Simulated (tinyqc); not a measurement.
Worked calculation: UKS/BLYP in the sto-6g basis, for BH2, spin multiplicity 2. One step of it, computed by the program tinyqc.

Question. Iteration 16 (converged): orbitals. Diagonalise F' = X^T F X, C = X C', fill 4 alpha and 3 beta electrons from the bottom; D(s) = C_occ C_occ^T. Each column has its largest component positive (the first on a tie).

converged F(alpha) (hartree), order 1B 1s, 1B 2s, 1B 2px, 1B 2py, 1B 2pz, 2H 1s, 3H 1s:
```
[[-6.416245, -1.851032, 0.000000, 0.000000, -0.001754, -0.196435, -0.196435],
 [-1.851032, -0.778664, 0.000000, 0.000000, -0.001460, -0.214774, -0.214774],
 [0.000000, 0.000000, -0.003597, 0.000000, 0.000000, 0.000000, 0.000000],
 [0.000000, 0.000000, 0.000000, -0.042040, 0.000000, -0.149832, 0.149832],
 [-0.001754, -0.001460, 0.000000, 0.000000, -0.035405, -0.060989, -0.060989],
 [-0.196435, -0.214774, 0.000000, -0.149832, -0.060989, -0.150184, -0.023281],
 [-0.196435, -0.214774, 0.000000, 0.149832, -0.060989, -0.023281, -0.150184]]
```

converged F(beta) (hartree), order 1B 1s, 1B 2s, 1B 2px, 1B 2py, 1B 2pz, 2H 1s, 3H 1s:
```
[[-6.404912, -1.844477, 0.000000, 0.000000, -0.007387, -0.195947, -0.195947],
 [-1.844477, -0.730154, 0.000000, 0.000000, -0.052203, -0.209775, -0.209775],
 [0.000000, 0.000000, 0.027915, 0.000000, 0.000000, 0.000000, 0.000000],
 [0.000000, 0.000000, 0.000000, -0.019447, 0.000000, -0.146864, 0.146864],
 [-0.007387, -0.052203, 0.000000, 0.000000, 0.055682, -0.062553, -0.062553],
 [-0.195947, -0.209775, 0.000000, -0.146864, -0.062553, -0.136317, -0.022909],
 [-0.195947, -0.209775, 0.000000, 0.146864, -0.062553, -0.022909, -0.136317]]
```

X, order 1B 1s, 1B 2s, 1B 2px, 1B 2py, 1B 2pz, 2H 1s, 3H 1s:
```
[[1.029344, -0.149241, 0.000000, 0.000000, -0.004418, 0.019120, 0.019120],
 [-0.149241, 1.107744, 0.000000, 0.000000, 0.033366, -0.171015, -0.171015],
 [0.000000, 0.000000, 1.000000, 0.000000, 0.000000, 0.000000, 0.000000],
 [0.000000, 0.000000, 0.000000, 1.089989, 0.000000, -0.185285, 0.185285],
 [-0.004418, 0.033366, 0.000000, 0.000000, 1.013919, -0.071705, -0.071705],
 [0.019120, -0.171015, 0.000000, -0.185285, -0.071705, 1.090426, -0.013438],
 [0.019120, -0.171015, 0.000000, 0.185285, -0.071705, -0.013438, 1.090426]]
```

Give: F' = X^T F X; orbital energies; coefficients C; F' = X^T F X; orbital energies; coefficients C; D(alpha) after iteration 16; D(beta) after iteration 16.

Answer.

F' = X^T F X (alpha) (hartree):
```
[[-6.260, -0.986, 0.000, 0.000, -0.011, 0.000, 0.000],
 [-0.986, -0.353, 0.000, 0.000, 0.032, -0.128, -0.128],
 [0.000, 0.000, -0.004, 0.000, 0.000, 0.000, 0.000],
 [0.000, 0.000, 0.000, 0.062, 0.000, -0.156, 0.156],
 [-0.011, 0.032, 0.000, 0.000, -0.019, -0.060, -0.060],
 [0.000, -0.128, 0.000, -0.156, -0.060, -0.051, -0.016],
 [0.000, -0.128, 0.000, 0.156, -0.060, -0.016, -0.051]]
```

orbital energies (alpha) (hartree): [-6.421, -0.321, -0.212, -0.075, -0.004, 0.118, 0.240]

coefficients C (alpha), order 1B 1s, 1B 2s, 1B 2px, 1B 2py, 1B 2pz, 2H 1s, 3H 1s:
```
[[0.992, -0.238, 0.000, 0.123, 0.000, -0.163, 0.000],
 [0.029, 0.756, 0.000, -0.491, 0.000, 0.703, 0.000],
 [0.000, 0.000, 0.000, 0.000, 1.000, 0.000, 0.000],
 [0.000, 0.000, 0.479, 0.000, 0.000, 0.000, 1.014],
 [0.001, 0.046, 0.000, 0.792, 0.000, 0.640, 0.000],
 [-0.005, 0.307, 0.492, 0.311, 0.000, -0.651, -0.633],
 [-0.005, 0.307, -0.492, 0.311, 0.000, -0.651, 0.633]]
```

F' = X^T F X (beta) (hartree):
```
[[-6.249, -0.988, 0.000, 0.000, -0.010, 0.000, 0.000],
 [-0.988, -0.301, 0.000, 0.000, -0.019, -0.130, -0.130],
 [0.000, 0.000, 0.028, 0.000, 0.000, 0.000, 0.000],
 [0.000, 0.000, 0.000, 0.088, 0.000, -0.160, 0.160],
 [-0.010, -0.019, 0.000, 0.000, 0.072, -0.061, -0.061],
 [0.000, -0.130, 0.000, -0.160, -0.061, -0.036, -0.016],
 [0.000, -0.130, 0.000, 0.160, -0.061, -0.016, -0.036]]
```

orbital energies (beta) (hartree): [-6.409, -0.296, -0.198, 0.028, 0.031, 0.143, 0.266]

coefficients C (beta), order 1B 1s, 1B 2s, 1B 2px, 1B 2py, 1B 2pz, 2H 1s, 3H 1s:
```
[[0.992, -0.223, 0.000, 0.000, -0.175, -0.132, 0.000],
 [0.029, 0.701, 0.000, 0.000, 0.691, 0.583, 0.000],
 [0.000, 0.000, 0.000, 1.000, 0.000, 0.000, 0.000],
 [0.000, 0.000, 0.470, 0.000, 0.000, 0.000, 1.018],
 [0.003, 0.147, 0.000, 0.000, -0.656, 0.766, 0.000],
 [-0.005, 0.334, 0.497, 0.000, -0.384, -0.596, -0.629],
 [-0.005, 0.334, -0.497, 0.000, -0.384, -0.596, 0.629]]
```

D(alpha) after iteration 16, order 1B 1s, 1B 2s, 1B 2px, 1B 2py, 1B 2pz, 2H 1s, 3H 1s:
```
[[1.056, -0.211, 0.000, 0.000, 0.088, -0.040, -0.040],
 [-0.211, 0.814, 0.000, 0.000, -0.354, 0.079, 0.079],
 [0.000, 0.000, 0.000, 0.000, 0.000, 0.000, 0.000],
 [0.000, 0.000, 0.000, 0.229, 0.000, 0.236, -0.236],
 [0.088, -0.354, 0.000, 0.000, 0.630, 0.261, 0.261],
 [-0.040, 0.079, 0.000, 0.236, 0.261, 0.433, -0.051],
 [-0.040, 0.079, 0.000, -0.236, 0.261, -0.051, 0.433]]
```

D(beta) after iteration 16, order 1B 1s, 1B 2s, 1B 2px, 1B 2py, 1B 2pz, 2H 1s, 3H 1s:
```
[[1.035, -0.128, 0.000, 0.000, -0.030, -0.080, -0.080],
 [-0.128, 0.492, 0.000, 0.000, 0.103, 0.234, 0.234],
 [0.000, 0.000, 0.000, 0.000, 0.000, 0.000, 0.000],
 [0.000, 0.000, 0.000, 0.221, 0.000, 0.234, -0.234],
 [-0.030, 0.103, 0.000, 0.000, 0.022, 0.049, 0.049],
 [-0.080, 0.234, 0.000, 0.234, 0.049, 0.359, -0.136],
 [-0.080, 0.234, 0.000, -0.234, 0.049, -0.136, 0.359]]
```
